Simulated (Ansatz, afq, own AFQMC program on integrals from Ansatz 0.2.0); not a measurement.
Atomization energy of AlGeH, triplet

```xyz
3

Ge    0.0000    0.0000    2.1260
Al    0.0000    0.0000   -0.2625
H     0.0000    0.0000   -1.8635
```

Connectivity, by distances: Ge–AlH.

Atoms in their ground-state spins without spin–orbit coupling (mostly on UHF) minus the molecule (UHF), without zero-point energy. The geometry is a stationary point, not shown to be a minimum.

Basis cc-pVDZ. Noble-gas cores (and the filled d shells of Ga–Kr and In–Xe) are frozen. AFQMC by an in-house program on the Cholesky factors that Ansatz 0.2.0 writes for its CCSD(T) run. The CISD trial takes its coefficients from CCSD amplitudes. Released means that phaseless walkers are propagated on without the constraint, phases kept. ± is one standard error of the sampling. No spin–orbit coupling. The errors of all members are added in quadrature.

No full CI on the walks' own integrals is used here; CCSDTQ serves as the reference and is uncertain by about the last step of the cluster series. Each member takes its own surest rung, up to full CI.

The best estimate is CCSD(T) at the basis-set limit (CBS: def2-TZVPP and def2-QZVPP, with their diffuse functions for anions and beside diffuse sets, CCSD(T) itself extrapolated) plus the step from CCSD(T) to CCSDTQ in cc-pVDZ. Rows without CBS are in cc-pVDZ, the functionals in def2-TZVP; B2PLYP and the wave-function rows carry a basis error of their own. Core correlation and relativity beyond core potentials are missing, and ± holds the sampling alone.

Cautions: inner d shell frozen; no relativity below Rb; no spin-orbit coupling; AlGeH (triplet): the ph-AFQMC/HF walk drifts between its halves (2.4 errors), its ph-AFQMC/CISD value lies 26 ± 5 meV above CCSDTQ.

Best estimate: 119.3 kcal/mol.

```csv
level,atomization energy (kcal/mol),error against the best estimate (kcal/mol)
HF,78.4,-40.9
MP2,103.1,-16.2
CCSD,101.1,-18.2
CCSD(T),103.8,-15.5
ph-AFQMC/CISD,104.1 ± 0.1,-15.2 ± 0.1
released AFQMC,104.4 ± 0.06,-14.9 ± 0.06
HF/CBS,81.6,-37.7
MP2/CBS,116.3,-3.0
CCSD(T)/CBS,118.5,-0.8
PBE,122.9,3.6
r2SCAN,126.3,7.0
PBE0,119.9,0.6
B3LYP,118.0,-1.3
wB97M-V,117.6,-1.7
B2PLYP,115.7,-3.6
surest rungs in cc-pVDZ,104.6,-14.7
```

Correlation beyond CCSD(T) adds 0.8 kcal/mol. Going to the basis-set limit adds 14.7 kcal/mol at CCSD(T). The perturbative (T) step is worth +2.7 kcal/mol.

Best estimates are given only where the step beyond CCSD(T) is under 0.3 eV and no member's determinant is very poor (T1 over 0.05, or 0.07 for open shells, ⟨S²⟩ too high by 0.3, two states mixed), so the hardest cases are missing from such tables.

The functionals ran in a triple-zeta set and keep a basis error of their own, a few kJ/mol for each bond in atomization energies and more for double hybrids, so close places among them and the extrapolated levels can swap.

Each member of a difference takes its own highest rung, so a best estimate needn't equal the limit plus the step of one row. A walk keeps the symmetry of its determinant, which the program's search chose and which needn't be the lowest solution, so a lower state of the same spin and another symmetry isn't excluded. Released energies are given only where the last usable release times agree within the noise; a slower fall can still hide under it.
